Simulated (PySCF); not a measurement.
# How the method moves the adiabatic energies of losing or gaining an electron of chlorine molecule

Structure: `ClCl` (Cl2).

All levels share the PBE0-D3(BJ)/ma-def2-SVP structures and the PBE0-D3(BJ)/ma-def2-SVP thermal terms; only the single-point energies (PySCF) change. Values are adiabatic energies of losing or gaining an electron (0 K, eV).

| level | ionisation energy to the radical cation | abs. error | time |
| --- | --- | --- | --- |
| HF/aug-cc-pVTZ | 10.91 | 0.57 | 2.5 s |
| CCSD(T)/aug-cc-pVTZ | 11.45 | 0.04 | 6.4 min |
| MP2/aug-cc-pVTZ | 11.45 | 0.03 | 16 s |
| M06-2X/ma-def2-TZVP | 11.54 | 0.05 | – |
| ATcT 1.112 | 11.48 |  |  |

Times are wall times for all single points of a level on 1 thread of Arm Neoverse V1, a shared host; the dash marks the run that also made the structures.

Hartree-Fock leaves out electron correlation, so its ionisation energies and electron affinities from energy differences come out too low, often by 1 eV or more.

The spread: 0.63 eV, from 10.91 to 11.54.

Known limits: spin-orbit coupling is left out of the energies, which matters for open shells on the heavier atoms.
